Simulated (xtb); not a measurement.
hydrogen chloride (ClH), SMILES Cl. All values are semi-empirical tight-binding results from xtb (GFN2-xTB unless named), good for trends rather than for accurate numbers. Geometry optimised at GFN2-xTB.

Optimised geometry:

```xyz
2

Cl     0.0000     0.0000    -0.0710
H      0.0000     0.0000     1.2062
```
Charge 0, spin multiplicity 1.

### Question
Estimate the properties. (The exact figures need the calculation; the answer reports its results.)

### Answer

The point group as xtb finds it is C∞v and the orbital gap comes out as 9.18 eV. The dipole moment is 1.05 D and the static polarisability (D4 model) comes out as 17.3 bohr³. The solvation energy, GFN2-xTB/ALPB(water) is -7.9 kcal/mol. The solvation energy, GFN2-xTB/ALPB(acetonitrile) comes out as -4.2 kcal/mol.

Computed atomic charges:
charges (e) Cl1 -0.33, H2 0.33.
